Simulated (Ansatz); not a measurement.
## [H···H···CH3], doublet: transfer scan

Starting geometry:

```xyz
6

H    -2.1409    0.0000    0.0000
H    -1.3959    0.0000    0.0000
C     0.2371    0.0000    0.0000
H     0.2371   -1.0800    0.0000
H     0.2371    0.5400    0.9353
H     0.2371    0.5400   -0.9353
```

From there H2 is moved from one fragment to the other while all else, the fragments' distance too, stays fixed; atoms are numbered as listed. Energies are in kcal/mol, counted from the starting geometry at the same level. Kohn–Sham curves are unrestricted where that lies lower.

Basis 6-31G; Ansatz 0.2.0. Only valence electrons are correlated (noble-gas cores frozen).

Full CI is exact within this basis and frozen core; it isn't the basis-set limit.

| distance H1-H2 (Å) | PBE0 |
| --- | --- |
| 0.693 | 1.5 |
| 0.745 | 0.0 |
| 0.823 | 0.9 |
| 0.900 | 3.5 |
| 0.978 | 6.3 |
| 1.055 | 8.3 |
| 1.133 | 9.5 |
| 1.210 | 10.8 |
| 1.288 | 13.7 |

Problem. Estimate the full CI curve in 6-31G from this one, knowing how PBE0 errs.

Solution. The computed full CI values, in kcal/mol from the starting point, and the error of PBE0 against them:
```
distance H1-H2 (Å)  full CI  PBE0 less full CI
             0.693      0.6                0.9
             0.745      0.0                0.0
             0.823      2.4               -1.5
             0.900      6.4               -2.9
             0.978     10.2               -3.9
             1.055     12.8               -4.5
             1.133     14.0               -4.5
             1.210     14.9               -4.1
             1.288     17.3               -3.6
```

The error spans 5.4 kcal/mol and is largest, -4.5 kcal/mol, at 1.055 Å.

In so small a basis the reference is far from its limit while semilocal and hybrid functionals are nearer theirs, so the functionals' errors here hold much of the reference's basis and frozen-core error, which can add to them or hide them.
